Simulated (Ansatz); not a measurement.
System: cubic perovskite CsSnBr₃. Method: PBE-D3(BJ) in Ansatz (PAW).

Numerical settings: plane-wave cutoff 520 eV, 6×6×6 k mesh, Fermi–Dirac smearing 0.01 eV, scalar-relativistic PAW data made under PBE.

Properties against volume:

| V (Å³/atom) | P (GPa) | direct gap at Γ (eV) | smallest gap on the k mesh (eV) |
|---|---|---|---|
| 36.991 | 1.54 | 5.256 | 0.089 |
| 37.778 | 0.97 | 5.216 | 0.213 |
| 38.565 | 0.46 | 5.177 | 0.331 |
| 39.352 | 0.00 | 5.141 | 0.441 |
| 40.139 | -0.41 | 5.105 | 0.545 |
| 40.926 | -0.78 | 5.070 | 0.643 |
| 41.713 | -1.10 | 5.037 | 0.734 |

The fundamental gap (0.44 eV at the equilibrium volume, with added k points) lies elsewhere than Γ–Γ.

Note: the relaxation could not lower the start's symmetry, so the cell can be a saddle point above a distorted one.

Spin–orbit coupling is not included.

Ansatz is a first-principles code.
